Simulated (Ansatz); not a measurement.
CH$_{4}$AlS (`[CH3][Al][SH]`) radical. The species carries charge 0 and has multiplicity 2.

Cartesian coordinates in Å:
```
C -0.614 -0.905 0.571
Al 0.060 0.924 0.334
S 1.299 1.237 -1.465
H -0.980 -1.096 1.582
H 0.178 -1.626 0.342
H -1.439 -1.080 -0.128
H 1.497 2.545 -1.236
```

Problem. List the harmonic frequencies (cm⁻¹, unscaled) at PBE0-D4/def2-TZVP in Ansatz. (Estimate.)

Solution. Computed: 28, 148, 268, 453, 584, 588, 639, 712, 1188, 1428, 1439, 2716, 3036, 3118, 3144.

Problem. Is this a minimum?

Solution. Yes, all 15 modes are real.

Problem. Give the ideal-gas thermochemistry at 298.15 K and 1 bar (rigid rotor, harmonic oscillator; point group C1, symmetry number 1).

Solution. Zero-point energy 116.6 kJ/mol; H(298) − E = 134.0 kJ/mol; entropy 325.9 J/(mol·K), of which translation 162.7, rotation 103.9, vibration 53.5, electronic 5.8; G(298) − E = 36.8 kJ/mol. Modes under 100 cm⁻¹ are hindered rotations or soft bends, so the harmonic entropy is rough.

Problem. And at 400, 500, 600, 800 and 1000 K?

Solution. 
| T (K) | H − E (kJ/mol) | S (J/mol/K) | G − E (kJ/mol) |
| --- | --- | --- | --- |
| 400 | 142.7 | 351.0 | 2.3 |
| 500 | 152.3 | 372.2 | -33.9 |
| 600 | 162.5 | 390.9 | -72.0 |
| 800 | 184.7 | 422.7 | -153.5 |
| 1000 | 208.7 | 449.5 | -240.8 |
